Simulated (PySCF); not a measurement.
**HS− (hydrosulfide) at CCSDTQ/6-31G(d) (spherical functions)**

Aim: the energy change on altering one bond length of HS− (hydrosulfide) at CCSDTQ/6-31G* (spherical functions), from 2 runs. 

Program for the calculation: PySCF 2.14.0.

9 further runs of the same task are left out: 9 set aside as unsound or not needed.

**1. The molecule**

HS−: 2 atoms, total charge -1, spin state singlet. SMILES: `[SH-]`. The shape is that of a PBE0-D4/def2-TZVPD optimisation.

Bond lengths: S1–H2 1.346 Å.

**2. A single-point energy at CCSDTQ/6-31G(d) (spherical functions)**

Contents of job.py:

```python
# [SH-]
from pyscf import gto, cc

mol = gto.M(
    atom=[
    ('S', (0.574700, -0.187900, 0.295500)),
    ('H', (-0.574700, 0.187900, -0.295500)),
],
    basis='6-31g*',
    charge=-1,
    verbose=4,
    spin=0,
    max_memory=1860,
)

mf = mol.RHF()
mf.conv_tol = 1e-10
mf.kernel()
if not mf.converged:
    mf = mf.newton().run(mf.mo_coeff, mf.mo_occ)

mycc = cc.CCSDTQ(mf, frozen=5)
mycc.kernel()
e_tot = mycc.e_tot
print('E(%s) = %.9f' % ('CCSDTQ', e_tot))
```

Command:

```console
OMP_NUM_THREADS=1 python job.py
```

The log of the run:

```text
PySCF version 2.14.0

[INPUT] num. atoms = 2
[INPUT] num. electrons = 18
[INPUT] charge = -1
[INPUT] spin (= nelec alpha-beta = 2S) = 0
[INPUT] symmetry False subgroup None
[INPUT] Mole.unit = angstrom
[INPUT] Symbol           X                Y                Z      unit          X                Y                Z       unit  Magmom
[INPUT]  1 S      0.574700000000  -0.187900000000   0.295500000000 AA    1.086025603788  -0.355079538806   0.558414069809 Bohr   0.0
[INPUT]  2 H     -0.574700000000   0.187900000000  -0.295500000000 AA   -1.086025603788   0.355079538806  -0.558414069809 Bohr   0.0

nuclear repulsion = 6.29052254661568
number of shells = 10
number of NR pGTOs = 55
number of NR cGTOs = 20
basis = 6-31g*
ecp = {}

******** <class 'pyscf.scf.hf.RHF'> ********
method = RHF
initial guess = minao
damping factor = 0
level_shift factor = 0
DIIS = <class 'pyscf.scf.diis.CDIIS'>
diis_start_cycle = 1
diis_space = 8
diis_damp = 0
SCF conv_tol = 1e-10
SCF conv_tol_grad = None
SCF max_cycles = 50
direct_scf = True
direct_scf_tol = 1e-13
Set gradient conv threshold to 1e-05
Initial guess from minao.
init E= -397.814725140342
  HOMO = -0.29886197267979  LUMO = 0.132347987218941  gap/eV = 11.73382
cycle= 1 E= -398.046346228697  delta_E= -0.232  |g|= 0.332  |ddm|= 1.12
  HOMO = -0.00447557024895225  LUMO = 0.475125062427354  gap/eV = 13.05060
cycle= 2 E= -398.087389326217  delta_E= -0.041  |g|= 0.117  |ddm|= 0.811
  HOMO = -0.069418728246093  LUMO = 0.450357270043086  gap/eV = 14.14383
cycle= 3 E= -398.091707627374  delta_E= -0.00432  |g|= 0.0137  |ddm|= 0.177
  HOMO = -0.070206303708078  LUMO = 0.454086461361928  gap/eV = 14.26673
cycle= 4 E= -398.091821901564  delta_E= -0.000114  |g|= 0.00271  |ddm|= 0.0373
  HOMO = -0.0703676673382135  LUMO = 0.454103558551717  gap/eV = 14.27159
cycle= 5 E= -398.091826888131  delta_E= -4.99e-06  |g|= 0.000448  |ddm|= 0.00992
  HOMO = -0.0702937212738593  LUMO = 0.454178803423349  gap/eV = 14.27162
cycle= 6 E= -398.09182698779  delta_E= -9.97e-08  |g|= 8.63e-05  |ddm|= 0.00117
  HOMO = -0.0703129843478594  LUMO = 0.454167997252418  gap/eV = 14.27185
cycle= 7 E= -398.091826992624  delta_E= -4.83e-09  |g|= 6.73e-06  |ddm|= 0.000256
  HOMO = -0.0703117737271871  LUMO = 0.454168586392704  gap/eV = 14.27184
cycle= 8 E= -398.091826992655  delta_E= -3.14e-11  |g|= 1.07e-06  |ddm|= 1.67e-05
  HOMO = -0.0703119139469481  LUMO = 0.454168717230774  gap/eV = 14.27184
Extra cycle  E= -398.091826992656  delta_E= -1.31e-12  |g|= 3.72e-07  |ddm|= 2.39e-06
converged SCF energy = -398.091826992656

******** <class 'pyscf.cc.rccsdtq.RCCSDTQ'> ********
RCCSDTQ nocc = 4, nmo = 15
Allocating only the i<=j<=k<=l part of the T4 amplitude in memory
frozen orbitals 5
max_cycle = 50
conv_tol = 1e-07
conv_tol_normt = 1e-06
diis with the T4 amplitude
diis_space = 6
diis_start_cycle = 0
diis_start_energy_diff = 1e+09
einsum_backend: numpy
_make_eris_incore_RCCSDTQ
blksize  4

WARN: A large `blksize` is being used, which may cause large memory consumption
      for storing contraction intermediates. If memory is sufficient, consider using
      `pyscf.cc.rccsdtq_highm.RCCSDTQ` instead.

Approximate memory usage estimate
    ERIs memory               396 KB
    T1-ERIs memory            396 KB
Init t2, MP2 energy = -398.207795233711  E_corr(MP2) -0.115968241055
Init E_corr(RCCSDTQ) = -0.115968241054595
cycle =  1  E_corr(RCCSDTQ) = -0.129596870392  dE = -1.362862933750e-02  norm(d tamps) = 4.37204715e-02
cycle =  2  E_corr(RCCSDTQ) = -0.134765869012  dE = -5.168998620352e-03  norm(d tamps) = 1.58840319e-02
cycle =  3  E_corr(RCCSDTQ) = -0.136712517743  dE = -1.946648730679e-03  norm(d tamps) = 6.33458090e-03
cycle =  4  E_corr(RCCSDTQ) = -0.136974666444  dE = -2.621487009481e-04  norm(d tamps) = 1.30074782e-03
cycle =  5  E_corr(RCCSDTQ) = -0.136905384304  dE =  6.928213966870e-05  norm(d tamps) = 3.70194961e-04
cycle =  6  E_corr(RCCSDTQ) = -0.136900994449  dE =  4.389855287446e-06  norm(d tamps) = 7.97736270e-05
cycle =  7  E_corr(RCCSDTQ) = -0.136903196717  dE = -2.202268203660e-06  norm(d tamps) = 2.09478735e-05
cycle =  8  E_corr(RCCSDTQ) = -0.136903156843  dE =  3.987463648158e-08  norm(d tamps) = 7.10966672e-06
cycle =  9  E_corr(RCCSDTQ) = -0.136903242594  dE = -8.575082119378e-08  norm(d tamps) = 2.28636665e-06
cycle = 10  E_corr(RCCSDTQ) = -0.136903232043  dE =  1.055047071929e-08  norm(d tamps) = 5.08542840e-07
RCCSDTQ converged
E(RCCSDTQ) = -398.2287302246994   E_corr = -0.1369032320430406
E_corr(same-spin) = -0.0267277333982021
E_corr(oppo-spin) = -0.110175498644838
E(CCSDTQ) = -398.228730225
```

It took 59 s on 1 thread of Arm Neoverse V1, shared host; peak memory 0.33 GiB.

**3. The distorted shape, same level**

Contents of calc.py:

```python
from pyscf import gto, cc

molecule = gto.M(
    atom='''
S      2.172131    -0.710186     1.116870
H     -1.086026     0.355080    -0.558414
''',
    spin=0,
    basis='6-31g*',
    verbose=3,
    charge=-1,
    max_memory=1860,
    unit='bohr',
)

hf = molecule.RHF()
hf.conv_tol = 1e-10
hf.kernel()
if not hf.converged:
    hf = hf.newton().run(hf.mo_coeff, hf.mo_occ)

mycc = cc.CCSDTQ(hf, frozen=5)
mycc.kernel()
e_final = mycc.e_tot
print('Final energy', e_final)
```

Command:

```console
OMP_NUM_THREADS=1 python calc.py
```

The log of the run:

```text
converged SCF energy = -398.010566238804
_make_eris_incore_RCCSDTQ

WARN: A large `blksize` is being used, which may cause large memory consumption
      for storing contraction intermediates. If memory is sufficient, consider using
      `pyscf.cc.rccsdtq_highm.RCCSDTQ` instead.

RCCSDTQ converged
E(RCCSDTQ) = -398.1671538223253   E_corr = -0.1565875835208727
E_corr(same-spin) = -0.0247314867925941
E_corr(oppo-spin) = -0.131856096728279
Final energy -398.1671538223253
```

Run time: 75 s. Hardware: 1 thread of Arm Neoverse V1, shared host; peak memory 0.33 GiB.

**4. Summary of results**

Level: CCSDTQ/6-31G* (spherical functions), 5 core orbitals frozen.

```
                                                              quantity          value
                                             first shape: total energy  -398.22873 Eh
                      first shape: HOMO energy (Hartree–Fock orbitals)       -1.91 eV
                      first shape: LUMO energy (Hartree–Fock orbitals)       12.36 eV
    first shape: HOMO–LUMO gap (to an unbound level, set by the basis)       14.27 eV
              first shape: correlation energy (5 core orbitals frozen)     -136.9 mEh
                                            first shape: T1 diagnostic          0.005
                                         distorted shape: total energy  -398.16715 Eh
                  distorted shape: HOMO energy (Hartree–Fock orbitals)       -2.59 eV
                  distorted shape: LUMO energy (Hartree–Fock orbitals)        7.95 eV
distorted shape: HOMO–LUMO gap (to an unbound level, set by the basis)       10.54 eV
          distorted shape: correlation energy (5 core orbitals frozen)     -156.6 mEh
                                        distorted shape: T1 diagnostic          0.020
     energy change with the S1–H2 bond stretched from 1.346 to 2.019 Å       1.676 eV
```

**Reading.** With the S1–H2 bond stretched from 1.346 to 2.019 Å the energy rises by 1.68 eV (39 kcal/mol). The first shape isn't relaxed at this level, so the change isn't measured from a minimum.
